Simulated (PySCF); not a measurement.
Compound: C2HCl3.
Atom-mapped SMILES: `[Cl:1][CH:2]=[C:3]([Cl:4])[Cl:5]` (hydrogens: H6 on C2)

The same species was optimised twice, with GFN2-xTB and with PBE0-D3(BJ)/def2-SVP (PySCF), and the same property calculations (PySCF, gas phase) were run on both structures.

```tsv
coordinate	GFN2-xTB	PBE0-D3(BJ)/def2-SVP	change
C2–H6 (Å)	1.078	1.091	+0.013
C2=C3 (Å)	1.331	1.340	+0.009
C3–Cl5 (Å)	1.717	1.721	+0.004
C3–Cl4 (Å)	1.713	1.711	-0.002
Cl1–C2 (Å)	1.708	1.709	+0.001
C3–C2–H6 (°)	122.0	120.4	-1.6
Cl1–C2–C3 (°)	122.4	123.5	+1.1
Cl4–C3–Cl5 (°)	115.4	116.0	+0.6
C2–C3–Cl5 (°)	120.8	120.4	-0.4
Cl1–C2–H6 (°)	115.6	116.0	+0.4
C2–C3–Cl4 (°)	123.8	123.6	-0.2
```

Rotational constants: A = 3984, B = 1541, C = 1111 MHz (GFN2-xTB) against A = 3932, B = 1528, C = 1100 MHz (PBE0-D3(BJ)/def2-SVP). Point groups within 0.08 Å: Cs and Cs.

On the GFN2-xTB structure: HOMO (eV) -7.48 [PBE0/pcSseg-1]; LUMO (eV) -0.86 [PBE0/pcSseg-1]; dipole (D) 0.95 [PBE0/pcSseg-1]; GIAO shielding of Cl1 (ppm) 720.2 [PBE0/pcSseg-1]; GIAO shielding of C2 (ppm) 57.5 [PBE0/pcSseg-1]; GIAO shielding of C3 (ppm) 42.7 [PBE0/pcSseg-1]; GIAO shielding of Cl4 (ppm) 630.0 [PBE0/pcSseg-1]; GIAO shielding of Cl5 (ppm) 631.7 [PBE0/pcSseg-1].

**Question.** What do these properties become on the PBE0-D3(BJ)/def2-SVP structure?

**Answer.** 
```
                                    property          level  on GFN2-xTB  on PBE0-D3(BJ)/def2-SVP  change
                                   HOMO (eV)  PBE0/pcSseg-1        -7.48                    -7.45   +0.03
                                   LUMO (eV)  PBE0/pcSseg-1        -0.86                    -0.90   -0.04
                                  dipole (D)  PBE0/pcSseg-1         0.95                     0.91   -0.04
energy, GFN2-xTB geometry as zero (kcal/mol)  PBE0/pcSseg-1          0.0                     -0.1    -0.1
                 GIAO shielding of Cl1 (ppm)  PBE0/pcSseg-1        720.2                    718.4    -1.8
                  GIAO shielding of C2 (ppm)  PBE0/pcSseg-1         57.5                     55.0    -2.5
                  GIAO shielding of C3 (ppm)  PBE0/pcSseg-1         42.7                     41.1    -1.6
                 GIAO shielding of Cl4 (ppm)  PBE0/pcSseg-1        630.0                    634.2    +4.2
                 GIAO shielding of Cl5 (ppm)  PBE0/pcSseg-1        631.7                    628.3    -3.4
```

The heavy atoms differ by 0.014 Å rms after alignment. Among all bonds C2–H6 changes most (+0.013 Å). Changes are differences of the printed values. Neither structure is proved a minimum here.
